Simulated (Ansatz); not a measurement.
A calculation with Ansatz (development build ahead of 0.2.0).

```yaml
crystal:
  periodic: [false, false, false]
  atoms:
    - { symbol: O, position_ang: [0.16155, 0.34253, 0.97872] }
    - { symbol: H, position_ang: [0.87616, -0.2563, 1.35196] }
    - { symbol: Cl, position_ang: [-0.12438, -0.15223, -0.5299] }
basis:
  gaussian: { orbitals: def2-SVP }
total_charge: 1
magnetization:
  spin_polarized: true
  initial_magnetization: 1
hamiltonian:
  xc: hf
output:
  forces: true
```

The input is written out in the form of the current development build from the run's settings.

The run gave:

```yaml
Converged: yes
Total_energy: -534.26389 hartree
Spin_squared_of_the_determinant: 0.770
Stability_test: minimum
```

Forces (eV/Å):
| atom | Fx | Fy | Fz |
| --- | --- | --- | --- |
| O1 | 0.752 | -1.506 | -1.229 |
| H2 | -0.763 | 0.882 | 0.050 |
| Cl3 | 0.011 | 0.625 | 1.178 |
